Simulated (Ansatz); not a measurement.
# The cluster Pd2S2−: structure and electronic state

What does the cluster Pd2S2− look like as a doublet, and where do its frontier electrons sit?

Program: Ansatz 0.2.0, Gaussian basis. Level of theory: UKS PBE0-D4/def2-TZVPD. These are calculated values, not measurements.

The runs, in order: relaxation at PBE0-D4/def2-SVPD; a search for the lowest solution at PBE0-D4/def2-SVP; a single point at PBE0-D4/def2-TZVPD.

3 further runs of the same task are left out: 3 set aside as unsound or not needed. Runs told in other sessions of the task aren't counted.

### Step 1. The starting structure

4 atoms, charge -1, spin multiplicity 2.

Atoms are counted from 1 here; the program's logs count them from 0.

Bond lengths: Pd1–S3 2.241 Å, Pd1–S4 2.241 Å, Pd2–S3 2.242 Å, Pd2–S4 2.240 Å. Angles: S3–Pd1–S4 107.3°, S3–Pd2–S4 107.4°, Pd1–S3–Pd2 72.6°, Pd1–S4–Pd2 72.7°.

Coordinates:

```
atom     x (Å)     y (Å)     z (Å)
 Pd1  -0.06115   1.32561  -0.04555
 Pd2   0.06186  -1.32532   0.04566
  S3  -1.80369  -0.08225   0.02825
  S4   1.80298   0.08195  -0.02835
```

Pd takes a core potential in the def2 sets. No spin-orbit coupling is included. The ion is computed in the gas phase, without counter-ions or solvent.

The start is a GFN1-xTB geometry.

### Step 2. Relaxation at PBE0-D4/def2-SVPD

Contents of in.yaml:

```yaml
crystal:
  periodic: [false, false, false]
  atoms:
    - {symbol: Pd, position_ang: [-0.061150, 1.325610, -0.045550]}
    - {symbol: Pd, position_ang: [0.061860, -1.325320, 0.045660]}
    - {symbol: S, position_ang: [-1.803690, -0.082250, 0.028250]}
    - {symbol: S, position_ang: [1.802980, 0.081950, -0.028350]}
basis:
  gaussian: {orbitals: def2-SVPD}
total_charge: -1
magnetization: {spin_polarized: true, initial_magnetization: 1}
hamiltonian: {xc: pbe0, dispersion: d4}
scf: {lower_state_search: "off"}
output: {orbitals: {seedname: orbitals}}
relax: {f_tol: 0.02, max_steps: 100}
```

The run is started by

```bash
$ ansatz run in.yaml --threads 4 --pin off --events-out ev --progress --plain --max-ram 3916MiB
```

After this run come: Searching for the lowest solution, PBE0-D4/def2-SVP; Single point, PBE0-D4/def2-TZVPD.

**Question.** What will the summary of the whole plan be? Wanted: point group; commonest bond; HOMO, LUMO at PBE0-D4/def2-TZVPD; ⟨S²⟩.

As calculated:

| quantity | value |
| --- | --- |
| point group | D2h |
| commonest bond | Pd–S, 4 of mean length 2.248 Å |
| HOMO, LUMO at PBE0-D4/def2-TZVPD (over both spins) | -1.22, 1.02 eV |
| ⟨S²⟩ | 0.760 |

The molecule keeps its bonding pattern by the stored test; the atoms moved 0.05 Å (rms). No usable vibrations, so a minimum isn't proven. The alpha HOMO lies nearest to Pd1, Pd2 about 38 % each; S3, S4 about 12 % each and the alpha LUMO to Pd1, Pd2 about 26 % each; S3, S4 about 24 % each (shares on a coarse grid); over both spins the HOMO and the LUMO of beta spin, not drawn, take the frontier's place. Whether this spin is the lowest isn't tested here.
